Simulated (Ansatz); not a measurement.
**C₄H₁₀N₂: basis-set convergence**

One table from this session's results is given with a row withheld; the runs are named, their logs left out.

The runs use Ansatz 0.2.0, Gaussian basis; one geometry, several basis sets.

Plan: PBE0-D4/def2-SVP; ωB97M-V/def2-SVP; PBE0-D4/def2-QZVPP; ωB97M-V/def2-QZVPP; the functionals' def2-TZVPP values are taken from earlier runs.

## The geometry

An earlier PBE0-D4 in a triple-zeta def2 set relaxation fixed the geometry.

SMILES `C/N=C(\C)NC`, 16 atoms, charge 0, spin multiplicity 1.

Atoms are counted from 1 here; the program's logs count them from 0.

Bond lengths: C1–N2 1.439 Å, C1–H7 1.091 Å, C1–H8 1.099 Å, C1–H9 1.099 Å, N2–C3 1.274 Å, C3–C4 1.503 Å, C3–N5 1.368 Å, C4–H10 1.091 Å, C4–H11 1.093 Å, C4–H12 1.093 Å, N5–C6 1.439 Å, N5–H13 1.004 Å, C6–H14 1.096 Å, C6–H15 1.090 Å, C6–H16 1.091 Å. Angles: N2–C1–H7 109.2°, N2–C1–H8 113.1°, N2–C1–H9 112.7°, H7–C1–H8 107.2°, H7–C1–H9 107.2°, H8–C1–H9 107.0°, C1–N2–C3 118.3°, N2–C3–C4 125.4°, N2–C3–N5 119.4°, C4–C3–N5 115.2°, C3–C4–H10 112.3°, C3–C4–H11 110.3°, C3–C4–H12 110.1°, H10–C4–H11 108.7°, H10–C4–H12 108.1°, H11–C4–H12 107.1°, C3–N5–C6 120.2°, C3–N5–H13 116.5° and more.

Set-up of the first run:

Input file in.yaml:

```yaml
crystal:
  periodic: [false, false, false]
  atoms:
    - {symbol: C, position_ang: [0.100812, -1.976749, 0.883345]}
    - {symbol: N, position_ang: [-0.471698, -0.687478, 0.599838]}
    - {symbol: C, position_ang: [0.193856, 0.124513, -0.122121]}
    - {symbol: C, position_ang: [1.530758, -0.159187, -0.746661]}
    - {symbol: N, position_ang: [-0.296080, 1.382192, -0.343352]}
    - {symbol: C, position_ang: [-1.627261, 1.726560, 0.080808]}
    - {symbol: H, position_ang: [-0.609462, -2.565034, 1.466524]}
    - {symbol: H, position_ang: [0.335900, -2.553853, -0.022461]}
    - {symbol: H, position_ang: [1.026948, -1.910073, 1.471994]}
    - {symbol: H, position_ang: [1.913168, 0.691291, -1.312142]}
    - {symbol: H, position_ang: [1.462882, -1.021225, -1.414499]}
    - {symbol: H, position_ang: [2.260950, -0.409450, 0.026587]}
    - {symbol: H, position_ang: [0.081577, 1.878515, -1.129779]}
    - {symbol: H, position_ang: [-2.391768, 1.105579, -0.400016]}
    - {symbol: H, position_ang: [-1.812616, 2.775972, -0.150599]}
    - {symbol: H, position_ang: [-1.720564, 1.575927, 1.156935]}
basis:
  gaussian: {orbitals: def2-SVP}
hamiltonian: {xc: pbe0, dispersion: d4}
output: {orbitals: {seedname: orbitals}}
```

Launch:

```
> ansatz run in.yaml --threads 4 --pin off --events-out ev --progress --plain --max-ram 11315MiB
```

Among the steps run: PBE0-D4 in def2-SVP; ωB97M-V in def2-SVP; PBE0-D4 in def2-QZVPP; ωB97M-V in def2-QZVPP.

One of the session's tables, all rows but one given; the rest of the session is left out.

It belongs to the step «Functionals by basis». 

```
functional       basis  HOMO (eV)  LUMO (eV)
   PBE0-D4    def2-SVP      -5.97       1.37
   PBE0-D4  def2-TZVPP      -6.15       1.03
   PBE0-D4  def2-QZVPP      -6.19       0.52
   ωB97M-V    def2-SVP          ?          ?
   ωB97M-V  def2-TZVPP      -8.39       2.43
   ωB97M-V  def2-QZVPP      -8.43       1.62
```

Q: Estimate the row for ωB97M-V, def2-SVP from the others.

As computed: HOMO (eV): -8.20; LUMO (eV): 3.35. In the column «HOMO (eV)» it lies between ωB97M-V, def2-TZVPP (-8.39) and PBE0-D4, def2-QZVPP (-6.19).
